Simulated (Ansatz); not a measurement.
Species: C3H5, charge 0, doublet. C3H5 (SMILES [CH]=CC, doublet).
B3LYP-D3(BJ)/def2-TZVP minimum from Ansatz (a program for electronic structure):
```xyz
8

C      1.3359     0.1766     0.0081
C      0.0582     0.4385    -0.0081
H      2.2670     0.7199     0.0055
H     -0.2541     1.4885    -0.0315
C     -1.0550    -0.5714     0.0021
H     -0.6648    -1.5877     0.0255
H     -1.6988    -0.4243     0.8731
H     -1.6836    -0.4589    -0.8851
```
Charge 0, spin multiplicity 2.

Wanted: atomisation energy (electronic, to ground-state atoms), in kcal/mol. Radicals and triplets start from unrestricted determinants; spin-orbit coupling is neglected. CBS(X,Y): correlation extrapolated as X^-3, Hartree-Fock from the larger set. A bracket is a step between two methods taken in the basis named. Functionals run without relativity, which enters their misses. '+ core + X2C': CCSD(T) terms for core correlation (cc-pwCVTZ) and scalar relativity (cc-pVTZ-DK). Where a partner has so few electrons that a lower coupled-cluster level is exact, that level stands in. The UHF reference of C3H5 ([CH]=CC, doublet) is spin-contaminated (<S^2> up to 0.18 over the pure value in the sets run).

CCSD(T)/CBS(cc-pVTZ,cc-pVQZ) + [CCSDT(Q) - CCSD(T)]/cc-pVDZ + core + X2C (Ansatz) gives 743.5 kcal/mol.

What does PBE/def2-TZVPD (Ansatz) give here, and how do the other levels compare?

PBE gives 759.0 kcal/mol, 15.5 kcal/mol above it. Differences of the others: r2SCAN/def2-TZVPD (Ansatz) 3.5; B3LYP/def2-TZVPD (Ansatz) -2.0; PBE0/def2-TZVPD (Ansatz) 4.5; CCSD(T)/CBS(cc-pVTZ,cc-pVQZ) + core + X2C (Ansatz) -0.8 kcal/mol. Nearer than PBE: r2SCAN/def2-TZVPD, B3LYP/def2-TZVPD, PBE0/def2-TZVPD, CCSD(T)/CBS(cc-pVTZ,cc-pVQZ) + core + X2C.
